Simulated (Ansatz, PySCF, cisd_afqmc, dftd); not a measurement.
Species: CHN, charge 0, singlet. CHN (methanidylidyneazanium, SMILES [C-]#[NH+]).
B3LYP-D3(BJ)/def2-TZVP minimum from Ansatz (an electronic-structure program):
```xyz
3

C      0.0000     0.0000    -0.7364
N      0.0000     0.0000     0.4276
H      0.0000     0.0000     1.4250
```
Charge 0, spin multiplicity 1.

Property: enthalpy of formation at 298 K (by atomisation, with ideal-gas terms from PySCF's Hessian at B3LYP-D3(BJ)/def2-TZVP and the atoms' measured values of the G2/97 table; no spin-orbit terms), in kcal/mol. Open shells are spin-unrestricted; no spin-orbit coupling. Correlated methods leave the cores frozen. Rows without X2C or -DK are non-relativistic. AFQMC/CISD: phaseless, guided by CISD from CCSD amplitudes; bars are statistical, one sigma. Outlying blocks are dropped, and bars are widened where a walk drifts. Over all cases where full CI ran beside it in this data, AFQMC minus full CI had a median of +0.1 mEh and passed +0.4 mEh in a tenth of the cases. CBS(X,Y): correlation extrapolated as X^-3, Hartree-Fock from the larger set (Q,5: extrapolated as (X+1)exp(-9√X)). A bracket is a step between two methods taken in the basis named. Functionals run without relativity, which enters their misses. Double hybrids freeze cores in their MP2 part. '+ core + X2C': CCSD(T) terms for core correlation (cc-pwCVTZ) and scalar relativity (cc-pVTZ-DK). For partners of very few electrons the exact lower level stands in for a higher one.

Measured: 45.9 kcal/mol, 192.0 kJ/mol (Active Thermochemical Tables 1.112 (ions: stationary electron), as tabulated in the package chemicals); atomic spin-orbit terms, which the calculations lack, would raise the computed values.

```
level                                                                                                          program  enthalpy of formation at 298 K (kcal/mol)  error against that value
------------------------------------------------------------------------------------------------------  --------------  -----------------------------------------  ------------------------
PBE-D4/def2-TZVPD                                                                                       Ansatz + dftd4                                       32.7                     -13.2
B3LYP-D4/def2-TZVPD                                                                                     Ansatz + dftd4                                       44.4                      -1.5
B2GP-PLYP-D3(BJ)/def2-TZVPD                                                                             Ansatz + dftd3                                       49.8                       3.9
CCSD/cc-pVDZ                                                                                                    Ansatz                                       83.7                      37.8
CCSD/CBS(cc-pVQZ,cc-pV5Z)                                                                                       Ansatz                                       56.3                      10.4
CCSD(T)/cc-pVQZ                                                                                                 Ansatz                                       51.4                       5.5
CCSD(T)/CBS(cc-pVTZ,cc-pVQZ)                                                                                    Ansatz                                       47.4                       1.5
CCSDT(Q)/cc-pVDZ                                                                                                Ansatz                                       77.0                      31.1
CCSDTQ/cc-pVDZ                                                                                                  Ansatz                                       77.1                      31.2
AFQMC/CISD/cc-pVDZ                                                                                          cisd_afqmc                                 77.1 ± 0.3                      31.2
AFQMC/CISD/cc-pVTZ                                                                                          cisd_afqmc                                 57.9 ± 0.3                      12.0
CCSD(T)/CBS(cc-pVQZ,cc-pV5Z) + [CCSDT(Q) - CCSD(T)]/cc-pVQZ + [CCSDTQ - CCSDT(Q)]/cc-pVDZ + core + X2C          Ansatz                                       46.2                       0.3
```
